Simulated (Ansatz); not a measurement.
Two isomers of C3H5FO: A = `C/C(F)=C\O`, B = `FC1CCO1`.

Program: Ansatz. Geometries: PBE0-D4/def2-TZVP. ΔE: electronic, gas phase. CBS: MP2 limit from def2 TZ/QZ plus the TZ coupled-cluster correction, frozen cores. Functionals use def2-TZVPP. B3LYP here is the variant with VWN-RPA as its local correlation; programs differ in this. Each species was taken in one conformer, which may not be the lowest.

A:

```xyz
10

C     0.9746   -0.0446   -0.7554
C     0.0026   -0.6216    0.1986
F     0.2248   -1.9343    0.4460
C    -1.0194   -0.0484    0.8213
O    -1.4152    1.2457    0.7164
H     0.9279   -0.5636   -1.7171
H     0.7892    1.0155   -0.9402
H     1.9949   -0.1421   -0.3733
H    -1.6403   -0.6215    1.4975
H    -0.8391    1.7149    0.1063
```

B:

Z-matrix (Å, degrees):
```
C
C 1 1.523
F 1 1.371 2 113.3
O 1 1.398 2 92.8 3 114.6
H 1 1.094 2 119.9 3 -127.0
C 2 1.530 1 84.1 3 -111.8
H 2 1.088 1 113.6 3 4.5
H 2 1.089 1 114.9 3 132.7
H 6 1.093 2 116.2 1 112.0
H 6 1.092 2 116.0 1 -116.8
```

Problem. Which isomer does CCSD(T)/CBS put lower? Give the gap. (Best estimate.)

Solution. Computed: A, by 3.1 kcal/mol.

Problem. Give E(B) − E(A) in kcal/mol with B3LYP-D4, CCSD/def2-TZVPP, PBE-D4, MP2/def2-TZVPP, CCSD(T)/def2-TZVPP, r2SCAN-D4, PBE0-D4. (Best estimate.)

Solution. The calculation gave: B3LYP-D4 5.7, CCSD/def2-TZVPP 1.6, PBE-D4 3.9, MP2/def2-TZVPP 1.7, CCSD(T)/def2-TZVPP 2.1, r2SCAN-D4 4.0, PBE0-D4 1.8. None reverses the order clearly.

Largest T1 diagnostic: 0.012.

From PBE to PBE0 (25 % exact exchange), in def2-TZVPP and without D4, E(B) − E(A) moves by −2.2 kcal/mol.
